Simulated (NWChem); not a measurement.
How the cost of UHF grows with the basis: doublet [SF4]+

[SF4]+: 5 atoms, total charge +1, spin state doublet. As SMILES of the parent species, `FS(F)(F)F`. Geometry: relaxed at PBE0-D4/def2-TZVP. That shape belongs to the parent species and isn't relaxed for this state.

UHF, energy, NWChem 7.3.0, on 1 thread of Intel Xeon Platinum 8259CL at 2.50GHz (Skylake/Cascade Lake), shared host. N is the number of basis functions, t the processor time.

| basis | N | t (s) | ln N | ln t |
| --- | --- | --- | --- | --- |
| STO-3G | 29 | 3.1 | 3.367 | 1.131 |
| pcseg-0 | 49 | 4.9 | 3.892 | 1.589 |
| pcseg-1 | 74 | 21 | 4.304 | 3.045 |
| 6-311G(d,p) | 98 | 29 | 4.585 | 3.367 |
| pcseg-2 | 154 | ? | 5.037 | ? |

Fit t = C·Nᵖ to the known rows and estimate the time in pcseg-2.


1. Means of the 4 rows: ln N = 4.03700, ln t = 2.2830.
2. Σ(Δln N)² = 0.84152, Σ(Δln N·Δln t) = 1.67, so the slope is 1.67/0.84152 = 1.9845.
3. Intercept: 2.2830 − (1.9845) × 4.03700 = -5.7284. The largest residual of the fit is 0.406.
4. ln t = -5.7284 + 1.9845 × 5.037, so t ≈ 71 s.

The run took 200 s, so the estimate is too short by a factor of about 2.8. The fitted power is 2.0, with the electron count fixed. The times don't lie on a line: the count of functions alone doesn't set the cost here, and shared hosts add noise. Fixed start-up costs flatten the line at the short runs, so it runs low for the long one.
